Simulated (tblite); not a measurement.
Compound: sulfur dicyanide, C2N2S.
SMILES: `N#CSC#N`

Computed values, GFN2-xTB/tblite, gas phase, harmonic and unscaled. The method is semi-empirical: single wavenumbers can be off by several per cent or more.

Harmonic wavenumbers (cm⁻¹): 106.5, 345.9, 361.0, 377.2, 477.8, 680.5, 700.2, 2322.0, 2343.7.

A = 9004, B = 3178, C = 2349 MHz; mass 83.978 u (most abundant isotopes); point group C2v, symmetry number 2.

Q: What is the zero-point energy?

A: ½Σν̃ = 3857 cm⁻¹ = 11.03 kcal/mol.

Q: Entropy at 273.15 K, 1 bar (ideal gas, RRHO, classical rotation)?

A: Translation 38.79, rotation 24.33, vibration 7.22: S = 70.3 cal/(mol K).

Q: And Cp and H(273.15 K) − H(0)?

A: Cp = 17.00 cal/(mol K), of which vibrations give 9.05 (their classical limit is 9 R = 17.9); H(273.15 K) − H(0) = 3.35 kcal/mol without the zero-point energy, 1.18 from vibrations.

Q: Which modes carry the vibrational entropy at 273.15 K?

A: 106.5 cm⁻¹: 3.16; 345.9 cm⁻¹: 1.05; 361.0 cm⁻¹: 0.98; 377.2 cm⁻¹: 0.92; 477.8 cm⁻¹: 0.61; 680.5 cm⁻¹: 0.26 cal/(mol K); the other 3 give 0.24 together.

Q: How do the functions run with temperature in this model?

A: 
```json
{"T (K)": "100", "S (cal/(mol K))": "56.7", "Cp (cal/(mol K))": "10.6", "H − H(0) (kcal/mol)": "0.90", "G − H(0) (kcal/mol)": "-4.77", "ln q(vib)": "0.26"}
{"T (K)": "200", "S (cal/(mol K))": "65.4", "Cp (cal/(mol K))": "14.8", "H − H(0) (kcal/mol)": "2.18", "G − H(0) (kcal/mol)": "-10.90", "ln q(vib)": "0.90"}
{"T (K)": "300", "S (cal/(mol K))": "72.0", "Cp (cal/(mol K))": "17.6", "H − H(0) (kcal/mol)": "3.81", "G − H(0) (kcal/mol)": "-17.78", "ln q(vib)": "1.68"}
{"T (K)": "500", "S (cal/(mol K))": "81.7", "Cp (cal/(mol K))": "20.2", "H − H(0) (kcal/mol)": "7.62", "G − H(0) (kcal/mol)": "-33.20", "ln q(vib)": "3.23"}
{"T (K)": "800", "S (cal/(mol K))": "91.6", "Cp (cal/(mol K))": "22.1", "H − H(0) (kcal/mol)": "14.00", "G − H(0) (kcal/mol)": "-59.28", "ln q(vib)": "5.23"}
{"T (K)": "1000", "S (cal/(mol K))": "96.6", "Cp (cal/(mol K))": "23.0", "H − H(0) (kcal/mol)": "18.52", "G − H(0) (kcal/mol)": "-78.12", "ln q(vib)": "6.36"}
```

q(vib) and H(0) count from the zero-point level.

Q: Blend soft modes into free rotors: weight 1/[1 + (100 cm⁻¹/ν̃)⁴] for the oscillator and the rest for a rotor with moment μB/(μ + B), μ = h/(8π²ν), B = 10⁻⁴⁴ kg m². What vibrational entropy results?

A: 7.03 cal/(mol K) in place of 7.22, which changes −T·S at 273.15 K by +0.05 kcal/mol.

Hindered rotation and anharmonicity are outside this model.
